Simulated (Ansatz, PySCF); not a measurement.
Potential energy curve for SMILES Cl[Si](Cl)(Cl)Cl (Cl4Si). The Si1–Cl5 bond (Si1 also carries Cl, Cl, Cl; Cl5 carries nothing else) is stretched with both fragments frozen at the PBE0/def2-TZVP optimised geometry.

Methods: NEVPT2 = SC-NEVPT2 on CASSCF(2,2)/cc-pVDZ, all electrons correlated run with PySCF; RKS-TPSSh = restricted TPSSh/cc-pVDZ run with PySCF 2.14.0; UKS-PBE = Ansatz (a first-principles code) with unrestricted PBE/cc-pVDZ.

Energies are in kJ/mol, each relative to the lowest point of its own curve near equilibrium.

```csv
R / Å,NEVPT2,RKS-TPSSh,UKS-PBE
1.53,640.6,625.9,636.5
1.62,371.8,363.9,373.2
1.72,184.5,181.0,188.6
1.84,61.9,61.1,66.4
1.88,38.2,38.0,42.4
1.97,7.0,7.6,…
2.02,0.0,0.8,2.3
2.09,0.0,0.0,0.0
2.15,7.3,5.6,4.3
2.22,21.2,…,14.6
2.36,…,51.9,46.3
2.52,111.2,99.9,91.2
2.73,180.6,165.1,152.5
3.00,260.8,241.4,224.2
3.36,342.3,322.6,300.1
3.63,381.7,368.9,340.8
4.05,412.3,420.9,375.3
4.44,422.5,452.5,391.9
4.99,—,479.0,…
5.49,—,…,…
6.14,—,502.0,412.0
```

Q: Fill in the missing entries.

A: 
- 1.97, UKS-PBE: 10.2
- 2.22, RKS-TPSSh: 17.4
- 2.36, NEVPT2: 59.5
- 4.99, UKS-PBE: 403.8
- 5.49, RKS-TPSSh: 492.4
- 5.49, UKS-PBE: 409.0

Dashes: no converged value, or the column stops at the first point that the program doubted or that broke a chosen test of continuity, which isn't proof of a fault.

At the longest distance RKS-TPSSh leaves fractional charges on the fragments, a sign of delocalisation error or of the restricted form. The restricted form behind RKS-TPSSh keeps the bonding electrons paired and can't separate into open-shell fragments. The unrestricted determinant behind UKS-PBE is spin-contaminated at 3.63 to 6.14 Å (<S²> up to 0.8, against 0.00 for a pure singlet).
